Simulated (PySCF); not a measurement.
**How well do the runs reproduce experiment for dimethyl sulfoxide?**

**Measured values to compare with.**

NIST CCCBDB Release 22 (SRD 101), experimental dipoles lists, for the gas: dipole moment (microwave Stark effect) 3.96 D.

NIST CCCBDB Release 22 (SRD 101), experimental polarizabilities lists, for the gas: mean polarisability 7.969 Å³.

The results are set against them at the end.

Species: dimethyl sulfoxide, C2H6OS.
Numbering: `[CH3:1][S:2]([CH3:3])=[O:4]` (hydrogens: H5, H6, H7 on C1; H8, H9, H10 on C3)

Cartesian coordinates in Å at the GFN2-xTB level; atoms count from 1:
```xyz
10
C2H6OS angstrom
C     -1.286    0.156   -0.470
S     -0.079   -1.061    0.231
C      1.372    0.083    0.106
O     -0.391   -1.160    1.655
H     -2.267   -0.306   -0.448
H     -1.001    0.376   -1.492
H     -1.291    1.053    0.139
H      1.175    0.983    0.678
H      2.234   -0.431    0.519
H      1.542    0.312   -0.940
```

The PySCF runs (gas phase, on this GFN2-xTB geometry; no spin–orbit coupling):

| level | job | basis functions | wall time |
| --- | --- | --- | --- |
| CAM-B3LYP/def2-SVPD | 8 singlets by full TDDFT, 3 Tamm–Dancoff triplets, polarisability | 138 | 9.8 s |

Hardware: one thread of an x86-64 server, no GPU, on a shared host.

Results beside the measurements:

**Dipole moment.** Measured: 3.96 D (NIST CCCBDB Release 22 (SRD 101), experimental dipoles).

```
              level  computed (D)  computed − measured (D)  % (from the printed values)
CAM-B3LYP/def2-SVPD          4.06                    +0.10                           +3
```

The computed dipoles belong to one fixed geometry; measured ones are averaged over vibrations unless marked μe. Magnitudes are compared, not signs.

**Mean polarisability.** Measured: 7.969 Å³ (NIST CCCBDB Release 22 (SRD 101), experimental polarizabilities).

```csv
level,computed (Å³),computed − measured (Å³),% (from the printed values)
CAM-B3LYP/def2-SVPD,7.748,-0.221,-3
```

The computed values are static and purely electronic, with core orbitals frozen in the response (1 au = 0.148185 Å³). The table of measured values doesn't say here whether a value is static or optical, or holds a vibrational part.

The geometry is computed, not the measured one. Where a level misses, the cause wasn't examined.
